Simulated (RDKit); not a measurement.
RDKit input (UFF):

```python
from rdkit import Chem
from rdkit.Chem import AllChem, rdDetermineBonds

mol = Chem.MolFromXYZFile('mol.xyz')
rdDetermineBonds.DetermineBonds(mol, charge=-1)
print('SMILES', Chem.MolToSmiles(Chem.RemoveHs(mol)))
ff = AllChem.UFFGetMoleculeForceField(mol)
e0 = ff.CalcEnergy()
flag = ff.Minimize(maxIts=5000, forceTol=1e-5)
print(f'energy {e0:.4f} -> {ff.CalcEnergy():.4f} kcal/mol, converged: {flag == 0}')
print(Chem.MolToXYZBlock(mol))
```
mol.xyz:
```
3

O      0.05728725     0.81312084    -0.03996413
O      0.04221979    -0.70897730    -0.01520246
H     -0.79605634    -0.83314830     0.44133267
```

From the last part of the output:

```
SMILES [O-]O
energy 34.6488 -> 0.0000 kcal/mol, converged: True
3

O      0.039084    0.718927   -0.029054
O      0.052169   -0.596988   -0.021825
H     -0.787801   -0.850943    0.437044
```

The dipole moment of an ion depends on the origin.
